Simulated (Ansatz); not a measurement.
Start from `BCCl` and change one atom or group to get `BCB`.

Ansatz, PBE0-D4/def2-TZVP geometries, multiplicity 1. 

```
                                                                                  property  `BCCl`
                                                         HOMO energy (PBE/def2-TZVPP) / eV   -6.80
                                                     HOMO–LUMO gap (B3LYP/def2-TZVPP) / eV    5.91
                                        size of the dipole moment (ωB97M-V/def2-TZVPP) / D    1.81
                                                       HOMO energy (B3LYP/def2-TZVPP) / eV   -7.94
                                                       HOMO–LUMO gap (PBE/def2-TZVPP) / eV    3.97
ideal-gas entropy at 298 K and 1 bar (rigid rotor, harmonic PBE0-D4/def2-TZVP) / J/(mol·K)     280
```

(1) Give the same properties after the change, and the shifts. (Best estimate.)

Answers

(1) Computed: 
```tsv
property	`BCB`	shift
HOMO energy (PBE/def2-TZVPP) / eV	-7.64	-0.84
HOMO–LUMO gap (B3LYP/def2-TZVPP) / eV	6.77	0.86
size of the dipole moment (ωB97M-V/def2-TZVPP) / D	0.79	-1.02
HOMO energy (B3LYP/def2-TZVPP) / eV	-8.86	-0.92
HOMO–LUMO gap (PBE/def2-TZVPP) / eV	4.76	0.79
ideal-gas entropy at 298 K and 1 bar (rigid rotor, harmonic PBE0-D4/def2-TZVP) / J/(mol·K)	282	2
```

With PBE0 the HOMO falls by 0.82 eV and the LUMO falls by 0.07 eV, so the gap widens by about 0.75 eV. PBE moves the HOMO by -0.84 eV and ωB97M-V by -0.85 eV. The zero-point energy changes by 51.2 kJ/mol with +6 modes. Dipoles are sizes alone; their direction can turn.

B3LYP here is the variant with VWN-RPA as its local correlation; programs differ in this.
